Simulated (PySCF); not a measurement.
Diacetylene, C₄H₂.
Cartesian coordinates in Å at the PBE0-D3(BJ)/def2-SVP level; atoms count from 1:
```xyz
6
C4H2 angstrom
C      1.8797    0.3268    0.0319
C      0.6850    0.1071    0.0867
C     -0.6638   -0.1402    0.1481
C     -1.8585   -0.3594    0.2030
H      2.9353    0.5221   -0.0166
H     -2.9147   -0.5523    0.2507
```

Method: PySCF 2.14.0, density-fitted response routines, TDDFT PBE0/def2-SVPD, vertical, gas phase, core orbitals frozen in the response.

Ground-to-excited transition dipoles (e·a0, same axes as the geometry; the sign carries no meaning), for the states with f of 0.002 or more among the lowest 10:

| state | E (eV) | μx | μy | μz |
| --- | --- | --- | --- | --- |
| S9 | 8.007 | 0.008 | -0.001 | 0.416 |
| S10 | 8.007 | 0.065 | -0.411 | -0.002 |

**Question.** What oscillator strength does each state have?

**Answer.** f = (2/3) ΔE |μ|² with ΔE in hartree (27.2114 eV).

```
state  |μ|² (au)  |μ| (D)      f
   S9      0.173     1.06  0.034
  S10      0.173     1.06  0.034
```

**Question.** What is the point group, and which symmetry does each of these states have?

**Answer.** D∞h. From a totally symmetric ground state, an allowed state transforms like the component of the dipole operator along its μ. Polarised across the molecular axis, so Πu: S9 and S10.

**Question.** What peak molar absorption coefficient would the strongest computed level give as a lone Gaussian band 0.5 eV wide at half height?

**Answer.** ε(max) = 2.175×10⁸ f / FWHM, with the width in cm⁻¹. S9/S10 (f summed): 2.175×10⁸ × 0.0680 / 4033 ≈ 3700 L mol⁻¹ cm⁻¹.

S9/S10 coincide within about 0.01 eV; within a degenerate level the directions of the single components are arbitrary.

The vertical ionisation energy (ΔSCF) is 9.94 eV, 1.93 eV above S10.

Hardware: one thread, Arm Neoverse V1 (aarch64), no GPU, shared host with 32 logical CPUs at a one-minute load of 7.9. Cost: 5.5 s, 0.45 GiB resident at most.
